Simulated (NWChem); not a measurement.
**U-r2SCAN/pcseg-0 run of AlCl2 (SMILES [Cl][Al][Cl])**

Aim: the vertical ionisation energy of AlCl2 at U-r2SCAN/pcseg-0, from 2 runs. 

The calculation is run with NWChem 7.3.0.

6 further runs of the same task are left out: 6 set aside as unsound or not needed.

## 1. The molecule

AlCl2 has 3 atoms, charge 0, and is taken as a doublet. As SMILES, `[Cl][Al][Cl]`. The shape is that of a PBE0-D4/def2-TZVP optimisation.

Bond lengths: Cl1–Al2 2.102 Å, Al2–Cl3 2.102 Å. Angles: Cl1–Al2–Cl3 118.9°.

## 2. The energy at U-r2SCAN/pcseg-0

mymol.xyz

```xyz
3
AlCl2
Cl     1.374800     0.868300     0.838700
Al    -0.432100     0.520700    -0.177200
Cl    -0.953600    -1.453800    -0.674700
```

mymol.nw

```
start mymol
title "AlCl2"
memory 2200 mb
geometry units angstroms noautosym nocenter noautoz
 load mymol.xyz
end
basis spherical bse
 Cl library pcseg-0
 Al library pcseg-0
end
dft
 xc r2scan
 mult 2
 grid fine
 convergence energy 1e-08
 maxiter 100
 mulliken
 noprint "final vectors analysis"
end
task dft energy
```

Run with:

```
nwchem mymol.nw > mymol.out
```

What it wrote, shortened:

```text
[...]
          Wavefunction type:  spin polarized.
          No. of atoms     :     3
          No. of electrons :    47
[...]
          Charge           :     0
          Spin multiplicity:     2
[...]
          AO basis - number of functions:    39
[...]
              XC Information
              --------------
                      r^2SCAN Method XC Functional
               r^2SCAN metaGGA Exchange Functional  1.000
                     r^2SCAN Correlation Potential  1.000
[...]
 d= 0,ls=0.0,diis     1  -1161.4007686544 -1.31D+03  2.18D-02  8.09D-02     0.4
[...]
 d= 0,ls=0.0,diis     8  -1161.4553965852 -2.77D-11  1.94D-06  4.15D-09     2.8
[...]
         Total DFT energy =    -1161.455396585170
      One electron energy =    -1911.275322149040
           Coulomb energy =      671.280627158666
    Exchange-Corr. energy =      -74.986907541607
 Nuclear repulsion energy =      153.526205946811
[...]
      Total Density - Mulliken Population Analysis
     ---------------------------------------------
    Atom       Charge   Shell Charges
 -----------   ------   -------------------------------------------------------
    1 Cl  17    17.42   2.00  2.00  1.10  0.91  5.88  1.95  3.59
    2 Al  13    12.15   2.00  2.00  0.90  0.25  5.75  0.59  0.66
    3 Cl  17    17.42   2.00  2.00  1.10  0.91  5.88  1.95  3.59
[...]
      <S2> =      0.7527 (Exact =     0.7500)
[...]
```

Run time: 3.6 s. Hardware: 1 thread of Intel Xeon Platinum 8559C (Emerald Rapids), shared host; peak memory 0.11 GiB.

## 3. The singlet cation

test.nw

```
start test
memory stack 880 mb heap 220 mb global 1100 mb
charge 1

geometry units angstrom noautosym nocenter noautoz
   Cl       1.374800       0.868300       0.838700
   Al      -0.432100       0.520700      -0.177200
   Cl      -0.953600      -1.453800      -0.674700
end

basis "ao basis" spherical bse
   * library pcseg-0
end

dft
   xc r2scan
   grid fine
   convergence energy 1e-08
   iterations 100
   mulliken
   noprint "final vectors analysis"
end

task dft
```

Run with:

```
nwchem test.nw > test.out
```

What it wrote, shortened:

```text
[...]
          Wavefunction type:  closed shell.
          No. of atoms     :     3
          No. of electrons :    46
[...]
          Charge           :     1
          Spin multiplicity:     1
[...]
          AO basis - number of functions:    39
[...]
              XC Information
              --------------
                      r^2SCAN Method XC Functional
               r^2SCAN metaGGA Exchange Functional  1.000
                     r^2SCAN Correlation Potential  1.000
[...]
 d= 0,ls=0.0,diis     1  -1160.9097556148 -1.31D+03  8.65D-02  1.82D+00     0.3
[...]
 d= 0,ls=0.0,diis    10  -1161.1124551259 -4.25D-10  7.88D-07  5.27D-10     2.2
         Total DFT energy =    -1161.112455125939
      One electron energy =    -1899.373809370803
           Coulomb energy =      659.376431918476
    Exchange-Corr. energy =      -74.641283620423
 Nuclear repulsion energy =      153.526205946810
[...]
      Total Density - Mulliken Population Analysis
     ---------------------------------------------
    Atom       Charge   Shell Charges
 -----------   ------   -------------------------------------------------------
    1 Cl  17    17.18   2.00  2.00  1.14  0.88  5.88  1.93  3.35
    2 Al  13    11.63   2.00  2.00  0.85 -0.05  5.75  0.58  0.51
    3 Cl  17    17.18   2.00  2.00  1.14  0.88  5.88  1.93  3.35
[...]
```

It took 2.8 s on 1 thread of Intel Xeon Platinum 8559C (Emerald Rapids), shared host; peak memory 0.11 GiB.

## 4. Results

At U-r2SCAN/pcseg-0:

```
                                          quantity           value
                       doublet AlCl2: total energy  -1161.45540 Eh
                      doublet AlCl2: dipole moment          2.28 D
                               doublet AlCl2: ⟨S²⟩           0.753
                      singlet cation: total energy  -1161.11246 Eh
vertical ionisation energy (to the singlet cation)        9.332 eV
```

In words: Removing an electron at fixed nuclei costs 9.33 eV (900 kJ/mol). Only the singlet of the ionised species was computed; a triplet could lie lower. Mulliken charges (singlet cation) run from -0.18 on Cl1 to +1.37 on Al2; they depend strongly on the basis.
